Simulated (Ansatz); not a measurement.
## Nudged elastic band run: C₃H₆N₂O

input.yaml

```yaml
crystal:
  periodic: [false, false, false]
  atoms:
    - { symbol: C, position_ang: [-0.30381, -1.595722, 0.847097] }
    - { symbol: O, position_ang: [0.758445, -0.758629, 0.509451] }
    - { symbol: C, position_ang: [0.755086, -0.254712, -0.769196] }
    - { symbol: "N", position_ang: [-0.261966, 0.758763, -0.973602] }
    - { symbol: C, position_ang: [-0.2957, 1.865953, -0.509281] }
    - { symbol: "N", position_ang: [-0.345539, 3.024149, -0.167776] }
    - { symbol: H, position_ang: [-0.136422, -1.942503, 1.863812] }
    - { symbol: H, position_ang: [-0.349831, -2.463764, 0.182487] }
    - { symbol: H, position_ang: [-1.261205, -1.072747, 0.802918] }
    - { symbol: H, position_ang: [1.742975, 0.166397, -0.946946] }
    - { symbol: H, position_ang: [0.573417, -1.043709, -1.499806] }
    - { symbol: H, position_ang: [-0.79835, 3.261424, 0.694742] }
basis:
  gaussian: { orbitals: def2-SVP }
hamiltonian:
  xc: hf
neb:
  order_check: false
  images: 4
  f_tol: 0.05
  max_iterations: 60
  climbing: false
  final_atoms:
    - { symbol: C, position_ang: [-0.24896398, -1.90599246, 0.7793419] }
    - { symbol: O, position_ang: [0.8100492, -1.02289839, 0.57499855] }
    - { symbol: C, position_ang: [0.67656878, -0.14518459, -0.46569162] }
    - { symbol: "N", position_ang: [-0.38941105, 0.80645302, -0.23106174] }
    - { symbol: C, position_ang: [-0.4219778, 1.98560234, -0.43563529] }
    - { symbol: "N", position_ang: [-0.55478464, 3.1571124, -0.71535766] }
    - { symbol: H, position_ang: [0.03356545, -2.56936429, 1.59311042] }
    - { symbol: H, position_ang: [-0.4399082, -2.50766593, -0.11540503] }
    - { symbol: H, position_ang: [-1.16455781, -1.37781201, 1.0483431] }
    - { symbol: H, position_ang: [1.63511845, 0.3587426, -0.57976999] }
    - { symbol: H, position_ang: [0.44291524, -0.67315685, -1.3951402] }
    - { symbol: H, position_ang: [-0.30151366, 3.83906415, -0.02383244] }
  initial_path:
    images:
      - { positions_ang: [[-0.30381, -1.595722, 0.847097], [0.758445, -0.758629, 0.509451], [0.755086, -0.254712, -0.769196], [-0.261966, 0.758763, -0.973602], [-0.2957, 1.865953, -0.509281], [-0.345539, 3.024149, -0.167776], [-0.136422, -1.942503, 1.863812], [-0.349831, -2.463764, 0.182487], [-1.261205, -1.072747, 0.802918], [1.742975, 0.166397, -0.946946], [0.573417, -1.043709, -1.499806], [-0.79835, 3.261424, 0.694742]] }
      - { positions_ang: [[-0.26059185, -1.74659293, 0.81122588], [0.71533543, -0.79050287, 0.61198868], [0.62556396, -0.14833049, -0.61428855], [-0.43639746, 0.78257269, -0.7484855], [-0.40290382, 1.89799307, -0.53641683], [-0.35036238, 3.05830124, -0.4090904], [-0.08984234, -2.18219202, 1.77785764], [-0.23650644, -2.48901127, 0.0569687], [-1.26836061, -1.27622095, 0.82593759], [1.5836764, 0.36651765, -0.72825566], [0.54650142, -0.87117509, -1.40331427], [-0.34901231, 3.34354096, 0.38977273]] }
      - { positions_ang: [[-0.2173737, -1.89746387, 0.77535475], [0.67222585, -0.82237673, 0.71452636], [0.49604193, -0.04194898, -0.4593811], [-0.61082892, 0.80638239, -0.523369], [-0.51010765, 1.93003315, -0.56355266], [-0.35518576, 3.09245347, -0.6504048], [-0.04326269, -2.42188104, 1.69190329], [-0.12318188, -2.51425855, -0.06854961], [-1.27551621, -1.47969489, 0.84895718], [1.42437781, 0.56663829, -0.50956533], [0.51958583, -0.69864117, -1.30682254], [0.10032538, 3.42565792, 0.08480345]] }
      - { positions_ang: [[-0.20640449, -1.95951796, 0.76180373], [0.68254669, -0.87523061, 0.72763587], [0.48033849, -0.02004349, -0.39868022], [-0.63631793, 0.81592039, -0.37486095], [-0.53536321, 1.95396302, -0.54882352], [-0.39703489, 3.11904615, -0.75992113], [-0.0092652, -2.54725329, 1.63776297], [-0.14119732, -2.52303893, -0.12812801], [-1.25618678, -1.5407079, 0.8980422], [1.4028065, 0.60510742, -0.43613012], [0.49348548, -0.62453074, -1.28588938], [0.19969265, 3.54118595, -0.05891144]] }
      - { positions_ang: [[-0.22768423, -1.93275521, 0.77057281], [0.74629795, -0.9490645, 0.65131721], [0.57845364, -0.08261404, -0.43218592], [-0.51286449, 0.81118671, -0.30296134], [-0.4786705, 1.96978268, -0.4922294], [-0.47590977, 3.13807928, -0.7376394], [0.01215013, -2.55830879, 1.61543669], [-0.29055276, -2.51535243, -0.12176652], [-1.21037229, -1.45925996, 0.97319265], [1.51896247, 0.48192501, -0.50795006], [0.46820036, -0.6488438, -1.34051479], [-0.0509105, 3.69012505, -0.04137194]] }
      - { positions_ang: [[-0.24896398, -1.90599246, 0.7793419], [0.8100492, -1.02289839, 0.57499855], [0.67656878, -0.14518459, -0.46569162], [-0.38941105, 0.80645302, -0.23106174], [-0.4219778, 1.98560234, -0.43563529], [-0.55478464, 3.1571124, -0.71535766], [0.03356545, -2.56936429, 1.59311042], [-0.4399082, -2.50766593, -0.11540503], [-1.16455781, -1.37781201, 1.0483431], [1.63511845, 0.3587426, -0.57976999], [0.44291524, -0.67315685, -1.3951402], [-0.30151366, 3.83906415, -0.02383244]] }
```

Run as:

```bash
$ ansatz run input.yaml --threads 2 --pin off --max-ram 3072MiB --backend cpu --events-out ev --progress --plain --runs-dir out
```

Output, in part (warnings, iteration lines, the closing report on the highest movable image, with atoms numbered from 0):

```
NEB end point (image 0): max|allowed force component| = 7.330e-3 eV/Å (the criterion of neb.relax_end_points is 1.000e-2)
NEB end point (image 5): max|allowed force component| = 1.165e-2 eV/Å (the criterion of neb.relax_end_points is 1.000e-2)
NEB iter   1: max|band force component| = 1.163e1 eV/Å  barrier→ = 1.3582 eV  barrier← = 1.3711 eV  Δτ_max = 0.1958 Å  (229 SCF iters)
NEB iter   2: max|band force component| = 2.857e0 eV/Å  barrier→ = 0.3017 eV  barrier← = 0.3147 eV  Δτ_max = 0.1990 Å  (146 SCF iters)
NEB iter   3: max|band force component| = 1.586e0 eV/Å  barrier→ = 0.1194 eV  barrier← = 0.1324 eV  Δτ_max = 0.2000 Å  (146 SCF iters)
NEB iter   4: max|band force component| = 8.630e-1 eV/Å  barrier→ = 0.0679 eV  barrier← = 0.0808 eV  Δτ_max = 0.1731 Å  (145 SCF iters)
NEB iter   5: max|band force component| = 4.985e-1 eV/Å  barrier→ = 0.0217 eV  barrier← = 0.0346 eV  Δτ_max = 0.1966 Å  (147 SCF iters)
NEB iter   6: max|band force component| = 1.770e0 eV/Å  barrier→ = 0.1291 eV  barrier← = 0.1421 eV  Δτ_max = 0.0973 Å  (149 SCF iters)
NEB iter   7: max|band force component| = 4.614e-1 eV/Å  barrier→ = 0.0050 eV  barrier← = 0.0179 eV  Δτ_max = 0.0595 Å  (152 SCF iters)
NEB iter   8: max|band force component| = 1.391e-1 eV/Å  barrier→ = 0.0000 eV  barrier← = 0.0129 eV  Δτ_max = 0.0433 Å  (153 SCF iters)
NEB iter   9: max|band force component| = 1.235e-1 eV/Å  barrier→ = 0.0000 eV  barrier← = 0.0129 eV  Δτ_max = 0.1167 Å  (153 SCF iters)
NEB iter  10: max|band force component| = 1.502e-1 eV/Å  barrier→ = 0.0000 eV  barrier← = 0.0129 eV  Δτ_max = 0.0585 Å  (154 SCF iters)
NEB iter  11: max|band force component| = 1.229e-1 eV/Å  barrier→ = 0.0000 eV  barrier← = 0.0129 eV  Δτ_max = 0.0584 Å  (138 SCF iters)
NEB iter  12: max|band force component| = 5.908e-2 eV/Å  barrier→ = 0.0000 eV  barrier← = 0.0129 eV  Δτ_max = 0.0214 Å  (135 SCF iters)
NEB iter  13: max|band force component| = 3.085e-2 eV/Å  barrier→ = 0.0000 eV  barrier← = 0.0129 eV  Δτ_max = 0.0000 Å  (287 SCF iters)
Total energy: -8179.19252819 eV, -300.5797813553 hartree
Atom 0 at    -0.303810    -1.595722     0.847097 Å, force     0.003982     0.003589    -0.001899 eV/Å
Atom 1 at     0.758445    -0.758629     0.509451 Å, force    -0.000139    -0.000026     0.000562 eV/Å
Atom 2 at     0.755086    -0.254712    -0.769196 Å, force    -0.000966    -0.007330     0.003237 eV/Å
Atom 3 at    -0.261966     0.758763    -0.973602 Å, force    -0.000157     0.003853    -0.001303 eV/Å
Atom 4 at    -0.295700     1.865953    -0.509281 Å, force    -0.000352    -0.003557    -0.003371 eV/Å
Atom 5 at    -0.345539     3.024149    -0.167776 Å, force     0.000263     0.002817     0.001617 eV/Å
Atom 6 at    -0.136422    -1.942503     1.863812 Å, force     0.000198    -0.000700     0.001083 eV/Å
Atom 7 at    -0.349831    -2.463764     0.182487 Å, force    -0.000679    -0.001371    -0.000980 eV/Å
Atom 8 at    -1.261205    -1.072747     0.802918 Å, force    -0.002385     0.001066     0.000148 eV/Å
Atom 9 at     1.742975     0.166397    -0.946946 Å, force     0.000097     0.002161    -0.001228 eV/Å
Atom 10 at     0.573417    -1.043709    -1.499806 Å, force     0.000521     0.000194     0.000827 eV/Å
Atom 11 at    -0.798350     3.261424     0.694742 Å, force    -0.000382    -0.000696     0.001306 eV/Å
Dipole moment:    -0.131153    -0.321683     0.245740 e Å
```

It converged. The highest image is an end point: on this band no image between the ends rises above it.

Final band (atoms are numbered from 1 in the order of the input):

```csv
image,path coordinate (Å),energy (kJ/mol),dihedral O2–C3–N4–C5 (°)
0,0.00,0.0,69
1,0.39,-0.1,83
2,0.77,-0.5,96
3,1.16,-0.9,110
4,1.55,-1.1,124
5,1.93,-1.2,138
```

Time of the run: 87 s on 2 threads of Arm Neoverse V1, on a shared host, peak memory 0.24 GiB.
